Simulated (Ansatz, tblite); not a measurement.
# The cluster Sb₃: a ladder of methods and basis sets

Aim: run the doublet of the cluster Sb₃ at one geometry on many levels, and compare frontier levels, spin and run time.

The runs use Ansatz 0.2.0, Gaussian basis; as each input shows.

Levels to be run: GFN1-xTB, GFN2-xTB, PBE-D4/def2-TZVP, r2SCAN-D4/def2-TZVP, B2PLYP/def2-TZVP, HF/def2-TZVP, BHLYP-D4/def2-TZVP, revPBE-D4/def2-TZVP, ωB97X-V/def2-TZVP, PBE-D4/def2-SVP, PBE0-D4/def2-SVP, PBE0-D4/def2-TZVPD, PBE-D4/def2-TZVPD, r2SCAN-D4/def2-TZVPD, CCSD(T)/def2-SVP, MP2/def2-TZVP, RPA/def2-TZVP.

2 further runs of the same task are left out: 2 set aside as unsound or not needed. Runs told in other sessions of the task aren't counted.

### 1 The relaxed structure

The geometry is that of the doublet, from an earlier relaxation (r2SCAN-D4/def2-SVP). At that level it is the lowest of the isomers that a small search found.

3 atoms, charge 0, spin multiplicity 2.

Bond lengths: Sb1–Sb2 2.718 Å, Sb1–Sb3 2.887 Å, Sb2–Sb3 2.718 Å. Angles: Sb2–Sb1–Sb3 57.9°, Sb1–Sb2–Sb3 64.2°, Sb1–Sb3–Sb2 57.9°.

Sb takes a core potential in the def2 sets. No spin-orbit coupling is included.

PBE0-D4/def2-TZVP was run before; its log isn't repeated, and its numbers join the tables.

### 2 GFN1-xTB

Tight binding, by tblite at 300 K electronic temperature and without a spin-polarisation term:

```python
tblite.interface.Calculator('GFN1-xTB', numbers, positions, charge=0, uhf=1).singlepoint()
```

Energy -203.9130 eV; 0.003 s.

### 3 GFN2-xTB

Tight binding, by tblite at 300 K electronic temperature and without a spin-polarisation term:

```python
tblite.interface.Calculator('GFN2-xTB', numbers, positions, charge=0, uhf=1).singlepoint()
```

Energy -182.0510 eV; 0.004 s.

### 4 PBE-D4/def2-TZVP

start.molden holds the orbitals of an earlier run on this state, given as this run's starting guess.

Contents of in.yaml:

```yaml
crystal:
  periodic: [false, false, false]
  atoms:
    - {symbol: Sb, position_ang: [-0.533410, -0.460831, -1.475469]}
    - {symbol: Sb, position_ang: [0.950289, 1.203478, 0.079609]}
    - {symbol: Sb, position_ang: [-0.416879, -0.742657, 1.395861]}
basis:
  gaussian: {orbitals: def2-TZVP, initial_orbitals: start.molden}
magnetization: {spin_polarized: true, initial_magnetization: 1}
hamiltonian: {xc: pbe, dispersion: d4}
scf: {omitted_lower_state_checks: [starts]}
output: {orbitals: {seedname: orbitals}}
```

Command:

```bash
> ansatz run in.yaml --threads 4 --pin off --events-out ev --progress --plain --max-ram 3916MiB
```

After this run come: r2SCAN-D4/def2-TZVP; B2PLYP/def2-TZVP; HF/def2-TZVP; BHLYP-D4/def2-TZVP; revPBE-D4/def2-TZVP; ωB97X-V/def2-TZVP; PBE-D4/def2-SVP; PBE0-D4/def2-SVP; PBE0-D4/def2-TZVPD; PBE-D4/def2-TZVPD; r2SCAN-D4/def2-TZVPD; CCSD(T)/def2-SVP; MP2/def2-TZVP; RPA/def2-TZVP.

Before running them: what should the planned runs give, taken together? Wanted: gap in def2-TZVP, named functionals and Hartree-Fock, smallest and largest; correlation energy, CCSD(T)/def2-SVP; correlation energy, MP2/def2-TZVP; binding an atom, functionals in def2-TZVP; ⟨S²⟩ in def2-TZVP, named functionals and Hartree-Fock, smallest and largest; PBE0 total energy, smallest basis above largest.

The runs gave:

| quantity | value |
| --- | --- |
| gap in def2-TZVP, named functionals and Hartree-Fock, smallest and largest | 0.41 eV (PBE-D4), 7.65 eV (HF) |
| correlation energy, CCSD(T)/def2-SVP | -9.23 eV |
| correlation energy, MP2/def2-TZVP | -26.53 eV |
| binding an atom, functionals in def2-TZVP | 1.59 (BHLYP-D4) to 1.91 eV (PBE-D4) |
| ⟨S²⟩ in def2-TZVP, named functionals and Hartree-Fock, smallest and largest | 0.794, 1.436 |
| PBE0 total energy, smallest basis above largest | 0.58 eV (def2-SVP, def2-TZVPD) |

What this shows: Over the named functionals and Hartree-Fock in def2-TZVP the gap runs from 0.41 eV (PBE-D4) to 7.65 eV (HF); exact exchange widens it. Over the named functionals and Hartree-Fock in def2-TZVP spin contamination reaches 0.69 (HF), so some levels may describe another state. Notes on CCSD(T)/def2-SVP: spin contamination.
